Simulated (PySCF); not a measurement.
**O: ionisation energy**

O [He] 2s2 2p4 (3P) → O⁺ [He] 2s2 2p3 (4S), as a difference of total energies. Calculation: PySCF 2.14, in x2c-SVPall; scalar relativity by spin-free X2C-1e. Correlated levels: valence: 1s2 frozen. The calculations carry no spin-orbit coupling.

```csv
method,ionisation energy (eV)
UHF,12.072
B3LYP,14.009
r2SCAN,13.643
MP2 (valence),12.953
SCS-MP2 (valence),12.975
CCSD (valence),12.961
CCSD(T) (valence),12.969
```

Errors of the correlated levels include the incompleteness of this basis and the frozen core.

Which method comes closest to the reference value, and which is furthest?

The reference is 13.608 eV (measured; NIST levels, between the centres of gravity of the two terms). Closest: r2SCAN (error 0.035 eV); furthest: UHF (error -1.536 eV).
